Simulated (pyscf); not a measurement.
Addition across a multiple bond or ene-type step: H₂C=C=CH₂ (SMILES C=C=C) + H₂O (SMILES O) → H₂C=C(CH₃)–OH (SMILES C=C(C)O)

Gas phase, singlet surface, charge 0. Bonds broken: O8–H9. Bonds formed: C1–H9, C2–O8. Single points on ωB97X-D3(BJ)/def2-SVP structures (PySCF, gas phase). Correlated levels are frozen-core, on RHF or UHF. ΔMP2 is the change of the MP2 total energy from the triple- to the quadruple-zeta basis.

Transition state (Å):

```xyz
10

C     -1.3613    -0.6188     0.6948
C     -0.5535     0.0384    -0.2564
C      0.5136     0.0401    -1.0437
H     -1.4193    -1.7101     0.6168
H     -1.3118    -0.2355     1.7248
H      0.6023     0.6868    -1.9182
H      1.3164    -0.6673    -0.8209
O     -1.6141     1.2983    -0.6444
H     -2.1936     0.5757    -0.0282
H     -1.3843     2.0795    -0.1122
```

One imaginary mode, 1410i cm⁻¹; descent along it reached the two sides named.

```json
[
 {"bond": "O8–H9", "change": "breaks", "reactant side (Å)": "0.966", "saddle": "1.113", "product side": "2.6"},
 {"bond": "C1–H9", "change": "forms", "reactant side (Å)": "2.9", "saddle": "1.626", "product side": "1.101"},
 {"bond": "C2–O8", "change": "forms", "reactant side (Å)": "3.2", "saddle": "1.692", "product side": "1.361"}
]
```

Electronic energies relative to the separated reactants (kcal/mol):

```
level                             barrier  reaction energy  reverse barrier
--------------------------------  -------  ---------------  ---------------
ωB97X-D3(BJ)/def2-TZVP               50.4            -36.5             86.9
PBE/def2-TZVP                        43.1            -33.0             76.1
r²SCAN/def2-TZVP                     45.7            -35.1             80.8
B3LYP-D3(BJ)/def2-TZVP               50.4            -32.1             82.5
PBE0-D3(BJ)/def2-TZVP                46.4            -37.0             83.4
M06-2X/def2-TZVP                     51.1            -34.3             85.4
ωB97M-D3(BJ)/def2-TZVP               50.1            -33.7             83.8
HF/def2-TZVP                         71.2            -31.6            102.8
MP2/def2-QZVPP                       50.9            -32.9             83.8
CCSD/def2-TZVPP                      57.2            -31.8             88.9
CCSD(T)/def2-TZVPP                   53.6            -31.8             85.3
CCSD(T)/def2-TZVPP + ΔMP2(QZVPP)     54.0            -31.3             85.3
```

With CCSD(T)/def2-TZVPP + ΔMP2(QZVPP) energies and thermal terms (ideal gas, 1 atm, RRHO with modes under 100 cm⁻¹ raised to 100, one conformer, R ln 2 for rigid chiral ones), in kcal/mol:

| T (K) | ΔH‡ | ΔG‡ | ΔH | ΔG |
|---|---|---|---|---|
| 298 | 52.3 | 62.1 | -27.8 | -17.5 |
| 600 | 52.4 | 72.0 | -28.0 | -6.8 |
| 900 | 53.0 | 81.6 | -27.5 | +3.7 |
| 1200 | 53.8 | 91.1 | -26.6 | +14.0 |

This is the saddle that the search found; another between the same sides may lie lower. The CCSD(T) − MP2 part came from Ansatz, without density fitting, on the same reference.
